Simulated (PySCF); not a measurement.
# CO(OH)₂ → CO₂ + H₂O

Level: PBE0 in the def2-TZVP basis family, all electrons, no relativity, computed in PySCF with density fitting; open shells unrestricted.

```
species                                                                                                state and structure  ZPE (kJ/mol)  H(298 K) − H(0) (kJ/mol)  S° (J/(mol K))
CO(OH)₂  singlet, C2v, C–O 1.200 Å, C–O 1.331 Å (×2), O–H 0.965 Å (×2); C–O–H 106.3° (×2), O–C–O 108.9°, O–C–O 125.6° (×2)         105.4                      12.1           262.7
    CO₂                                                                                     singlet, D∞h, C–O 1.157 Å (×2)          31.3                       9.3           213.5
    H₂O                                                                       singlet, C2v, O–H 0.960 Å (×2); H–O–H 105.1°          56.5                       9.9           188.7
```

Is the gas-phase reaction uphill or downhill in electronic energy at this level, and by how much?

At PBE0/def2-TZVP, ΔE = 6.6 kJ/mol, uphill. 

Add zero-point, thermal and entropy terms for 298.15 K and 1 bar.

ΔZPE = -17.6 and Δ[H(298) − H(0)] = 7.1 kJ/mol give ΔH° = -3.9 kJ/mol. ΔS° = 139.5 J/(mol K), so ΔG° = -3.9 − 298.15 × (0.1395) = -45 kJ/mol and log₁₀K = 8.0.

Each species is the lowest minimum found with this bonding; other isomers or fragments can lie lower.
